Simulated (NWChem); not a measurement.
# AlH2O (SMILES [O][AlH2]) at 5 levels

Wanted: a comparison of 5 runs (UB3LYP/6-31G*, UBP86/6-31G, UPBE0/def2-SVP, UMP2/cc-pVDZ, UCCSD/pcseg-1) of AlH2O. 

The results are computed with NWChem 7.3.0.

## (1) Starting point

AlH2O has 4 atoms, charge 0, and is taken as a doublet. SMILES: `[O][AlH2]`. The coordinates come from a PBE0-D4/def2-TZVP relaxation.

Bond lengths: O1–Al2 1.727 Å, Al2–H3 1.578 Å, Al2–H4 1.578 Å. Angles: O1–Al2–H3 115.8°, O1–Al2–H4 115.8°, H3–Al2–H4 128.3°.

## (2) Energy and gradient at UB3LYP/6-31G(d) (Cartesian functions) (run 1)

calc.xyz reads:

```xyz
4
AlH2O
O      0.062600    -0.856300     1.401400
Al     0.011300     0.029900    -0.080400
H     -1.149600    -0.360800    -1.076000
H      1.131100     1.126800    -0.265300
```

run.py reads:

```python
from ase.io import read
from ase.calculators.nwchem import NWChem

system = read('calc.xyz')

calc = NWChem(
    label='calc',
    theory='dft',
    memory='2200 mb',
    basis='6-31G*',
    dft={'xc': 'b3lyp', 'mult': '2', 'grid': 'xfine', 'convergence': 'energy 1e-08', 'iterations': '100', 'mulliken': None, 'print': 'low'},
)
system.calc = calc

forces = system.get_forces()
print("Total energy (eV):", round(system.get_potential_energy(), 6))
print("forces (eV/A):")
for s, f in zip(system.symbols, forces):
    print(f"{s:2s} {f[0]:10.5f} {f[1]:10.5f} {f[2]:10.5f}")
```

Run with:

```
$ export ASE_NWCHEM_COMMAND="nwchem PREFIX.nwi > PREFIX.nwo"
$ python run.py
```

The log of the run:

```text
Total energy (eV): -8675.098329
forces (eV/A):
O     0.00926   -0.15879    0.26534
Al   -0.00807    0.12274   -0.20564
H    -0.04484   -0.01095   -0.04541
H     0.04366    0.04700   -0.01430
```

The calculator wrote calc.nwi:

```
title "calc"

permanent_dir calc

scratch_dir calc

start calc

geometry units angstrom nocenter noautosym noautoz
  O  6.2600000000000003e-02 -8.5629999999999995e-01 1.4014000000000000e+00
  Al 1.1299999999999999e-02 2.9899999999999999e-02 -8.0399999999999999e-02
  H  -1.1496000000000000e+00 -3.6080000000000001e-01 -1.0760000000000001e+00
  H  1.1311000000000000e+00 1.1268000000000000e+00 -2.6529999999999998e-01
end

memory 2200 mb

basis noprint
   * library 6-31G*
end

dft
  xc b3lyp
  mult 2
  grid xfine
  convergence energy 1e-08
  iterations 100
  mulliken
  print low
end

task dft gradient
```

calc.nwo:

```text
Northwest Computational Chemistry Package (NWChem) 7.3.0
             --------------------------------------------------------

           Job information
           ---------------

    nwchem branch   = 7.3.0
    use scalapack   = T
    input           = calc.nwi
    prefix          = calc.
    data base       = calc/calc.db
    status          = startup
    nproc           =        1

           Memory information
           ------------------

    heap     =     72089596 doubles =      550.0 Mbytes
    stack    =     72089601 doubles =      550.0 Mbytes
    global   =    144179200 doubles =     1100.0 Mbytes (distinct from heap & stack)
    total    =    288358397 doubles =     2200.0 Mbytes
    verify   = yes
    hardfail = no

[... 36 lines left out ...]
            Nuclear Dipole moment (a.u.)
[... 73 lines left out ...]
   convergence    iter        energy       DeltaE   RMS-Dens  Diis-err    time
[... 13 lines left out ...]
         Total DFT energy =     -318.803985997719
      One electron energy =     -528.948676245499
           Coulomb energy =      194.320839764117
    Exchange-Corr. energy =      -27.961283659334
 Nuclear repulsion energy =       43.785134142996
[... 42 lines left out ...]
    Atom       Charge   Shell Charges
 -----------   ------   -------------------------------------------------------
    1 O    8     0.96   0.00  0.01  0.61 -0.00  0.34 -0.00
    2 Al  13    -0.04  -0.00 -0.00 -0.00 -0.01 -0.04 -0.00 -0.02  0.03
    3 H    1     0.04   0.02  0.02
    4 H    1     0.04   0.02  0.02

     --------------------------
     Expectation value of S2:
     --------------------------
      <S2> =      0.7544 (Exact =     0.7500)

                         DFT ENERGY GRADIENTS

    atom               coordinates                        gradient
                 x          y          z           x          y          z
   1 O       0.118297  -1.618172   2.648262   -0.000180   0.003088  -0.005160
   2 Al      0.021354   0.056503  -0.151934    0.000157  -0.002387   0.003999
   3 H      -2.172429  -0.681813  -2.033345    0.000872   0.000213   0.000883
   4 H       2.137469   2.129343  -0.501344   -0.000849  -0.000914   0.000278

 Task  times  cpu:       11.0s     wall:       11.0s
 Total times  cpu:       11.1s     wall:       11.1s
```

Wall time 12 s (1 thread of Intel Xeon Platinum 8488C (Sapphire Rapids), shared host); peak memory 0.13 GiB.

## (3) Energy and forces at UBP86/6-31G (run 2)

alh2o.xyz reads:

```xyz
4
AlH2O
O      0.062600    -0.856300     1.401400
Al     0.011300     0.029900    -0.080400
H     -1.149600    -0.360800    -1.076000
H      1.131100     1.126800    -0.265300
```

run.py reads:

```python
from ase.io import read
from ase.calculators.nwchem import NWChem

atoms = read('alh2o.xyz')

calc = NWChem(
    label='alh2o',
    theory='dft',
    memory='2200 mb',
    basis='6-31G',
    basispar='spherical bse',
    dft={'xc': 'becke88 perdew86', 'mult': '2', 'grid': 'xfine', 'convergence': 'energy 1e-08', 'iterations': '100', 'mulliken': None, 'print': 'low'},
)
atoms.calc = calc

forces = atoms.get_forces()
e = atoms.get_potential_energy()
print(f"E = {e:.6f} eV")
print("forces (eV/A):")
for s, f in zip(atoms.symbols, forces):
    print(f"{s:2s} {f[0]:10.5f} {f[1]:10.5f} {f[2]:10.5f}")
```

Run with:

```
$ export ASE_NWCHEM_COMMAND="nwchem PREFIX.nwi > PREFIX.nwo"
$ python run.py
```

The log of the run:

```text
E = -8673.932067 eV
forces (eV/A):
O     0.04854   -0.83767    1.40053
Al   -0.03594    0.60580   -1.01348
H    -0.33723   -0.10002   -0.31095
H     0.32458    0.33188   -0.07605
```

The calculator wrote alh2o.nwi:

```
title "alh2o"

permanent_dir alh2o

scratch_dir alh2o

start alh2o

geometry units angstrom nocenter noautosym noautoz
  O  6.2600000000000003e-02 -8.5629999999999995e-01 1.4014000000000000e+00
  Al 1.1299999999999999e-02 2.9899999999999999e-02 -8.0399999999999999e-02
  H  -1.1496000000000000e+00 -3.6080000000000001e-01 -1.0760000000000001e+00
  H  1.1311000000000000e+00 1.1268000000000000e+00 -2.6529999999999998e-01
end

memory 2200 mb

basis spherical bse noprint
   * library 6-31G
end

dft
  xc becke88 perdew86
  mult 2
  grid xfine
  convergence energy 1e-08
  iterations 100
  mulliken
  print low
end

task dft gradient
```

alh2o.nwo:

```text
Northwest Computational Chemistry Package (NWChem) 7.3.0
             --------------------------------------------------------

           Job information
           ---------------

    nwchem branch   = 7.3.0
    use scalapack   = T
    input           = alh2o.nwi
    prefix          = alh2o.
    data base       = alh2o/alh2o.db
    status          = startup
    nproc           =        1

           Memory information
           ------------------

    heap     =     72089596 doubles =      550.0 Mbytes
    stack    =     72089601 doubles =      550.0 Mbytes
    global   =    144179200 doubles =     1100.0 Mbytes (distinct from heap & stack)
    total    =    288358397 doubles =     2200.0 Mbytes
    verify   = yes
    hardfail = no

[... 36 lines left out ...]
            Nuclear Dipole moment (a.u.)
[... 75 lines left out ...]
   convergence    iter        energy       DeltaE   RMS-Dens  Diis-err    time
[... 13 lines left out ...]
         Total DFT energy =     -318.761126664677
      One electron energy =     -528.645590819053
           Coulomb energy =      194.024345480558
    Exchange-Corr. energy =      -27.925015469179
 Nuclear repulsion energy =       43.785134142996
[... 42 lines left out ...]
    Atom       Charge   Shell Charges
 -----------   ------   -------------------------------------------------------
    1 O    8     0.93   0.00  0.01  0.58 -0.01  0.34
    2 Al  13    -0.09  -0.00 -0.00 -0.00 -0.01 -0.05 -0.01 -0.02
    3 H    1     0.08   0.04  0.04
    4 H    1     0.08   0.04  0.04

     --------------------------
     Expectation value of S2:
     --------------------------
      <S2> =      0.7547 (Exact =     0.7500)

                         DFT ENERGY GRADIENTS

    atom               coordinates                        gradient
                 x          y          z           x          y          z
   1 O       0.118297  -1.618172   2.648262   -0.000944   0.016290  -0.027236
   2 Al      0.021354   0.056503  -0.151934    0.000699  -0.011781   0.019709
   3 H      -2.172429  -0.681813  -2.033345    0.006558   0.001945   0.006047
   4 H       2.137469   2.129343  -0.501344   -0.006312  -0.006454   0.001479

 Task  times  cpu:        7.6s     wall:        7.6s
 Total times  cpu:        7.6s     wall:        7.6s
```

It took 9 s on 1 thread of Intel Xeon Platinum 8488C (Sapphire Rapids), shared host; peak memory 0.13 GiB.

Runs 3 to 4 aren't shown in full; the table further down has their settings and results.

## (4) The energy at UCCSD/pcseg-1 (run 5)

alh2o.xyz is that of step 3.

run.py reads:

```python
from ase.io import read
from ase.calculators.nwchem import NWChem

system = read('alh2o.xyz')

calc = NWChem(
    label='alh2o',
    theory='tce',
    memory='2200 mb',
    basis='pcseg-1',
    basispar='spherical bse',
    scf={'nopen': '1', 'uhf': None, 'thresh': '1e-08', 'maxiter': '80'},
    tce={'scf': None, 'ccsd': None, 'freeze': 'core 6', 'maxiter': '60'},
    task='energy',
)
system.calc = calc

print("Total energy (eV):", round(system.get_potential_energy(), 6))
```

Run with:

```
$ export ASE_NWCHEM_COMMAND="nwchem PREFIX.nwi > PREFIX.nwo"
$ python run.py
```

The log of the run:

```text
Total energy (eV): -8656.218375
```

The calculator wrote alh2o.nwi:

```
title "alh2o"

permanent_dir alh2o

scratch_dir alh2o

start alh2o

geometry units angstrom nocenter noautosym noautoz
  O  6.2600000000000003e-02 -8.5629999999999995e-01 1.4014000000000000e+00
  Al 1.1299999999999999e-02 2.9899999999999999e-02 -8.0399999999999999e-02
  H  -1.1496000000000000e+00 -3.6080000000000001e-01 -1.0760000000000001e+00
  H  1.1311000000000000e+00 1.1268000000000000e+00 -2.6529999999999998e-01
end

memory 2200 mb

basis spherical bse noprint
   * library pcseg-1
end

scf
  nopen 1
  uhf
  thresh 1e-08
  maxiter 80
end
tce
  scf
  ccsd
  freeze core 6
  maxiter 60
end

task tce energy
```

alh2o.nwo:

```text
Northwest Computational Chemistry Package (NWChem) 7.3.0
             --------------------------------------------------------

           Job information
           ---------------

    nwchem branch   = 7.3.0
    use scalapack   = T
    input           = alh2o.nwi
    prefix          = alh2o.
    data base       = alh2o/alh2o.db
    status          = startup
    nproc           =        1

           Memory information
           ------------------

    heap     =     72089596 doubles =      550.0 Mbytes
    stack    =     72089601 doubles =      550.0 Mbytes
    global   =    144179200 doubles =     1100.0 Mbytes (distinct from heap & stack)
    total    =    288358397 doubles =     2200.0 Mbytes
    verify   = yes
    hardfail = no

[... 36 lines left out ...]
            Nuclear Dipole moment (a.u.)
[... 74 lines left out ...]
 1-e energy   =    -527.552653
[... 7 lines left out ...]
         Quadratically convergent UHF
[... 18 lines left out ...]
       Final UHF  results
[... 3 lines left out ...]
      One electron energy =   -528.769924885771
[... 1 line left out ...]
 Nuclear repulsion energy =     43.785134142996
[... 34 lines left out ...]
          Final beta eigenvalues
[... 191 lines left out ...]
                     UHF Final Beta Molecular Orbital Analysis
[... 384 lines left out ...]
 CCSD total energy / hartree       =      -318.110160488786335
[... 1 line left out ...]
 Singles contributions

 Doubles contributions

 Task  times  cpu:        6.2s     wall:        6.2s
 Total times  cpu:        6.2s     wall:        6.2s
```

Run time: 7.5 s. Hardware: 1 thread of Intel Xeon Platinum 8488C (Sapphire Rapids), shared host; peak memory 0.18 GiB.

## (5) The series

```
run                                level  Cartesian functions  integration grid  energy (Eh)   ⟨S²⟩  largest force (eV/Å)  wall time
  1  UB3LYP/6-31G* (Cartesian functions)                  yes             xfine  -318.803986  0.754                 0.309       12 s
  2                          UBP86/6-31G                   no             xfine  -318.761127  0.755                 1.633        9 s
  3                       UPBE0/def2-SVP                   no             xfine  -318.457698  0.754                 0.305       13 s
  4                         UMP2/cc-pVDZ                   no                 –  -318.131818  0.757                 1.396       36 s
  5                        UCCSD/pcseg-1                   no                 –  -318.110160  0.756                     –      7.5 s
```

## (6) What came out

| quantity | value |
| --- | --- |
| run 5: total energy | -318.11016 Eh |
| run 5: HOMO energy (Hartree–Fock orbitals) (highest over α and β) | -12.28 eV |
| run 5: LUMO energy (Hartree–Fock orbitals) (lowest over α and β) | 1.14 eV |
| run 5: correlation energy (6 core orbitals frozen) | -228.6 mEh |
| run 5: ⟨S²⟩ of the reference determinant | 0.756 |

In words: Totals of different functionals can't be ranked against each other. All runs together took 78 s, the longest 36 s.
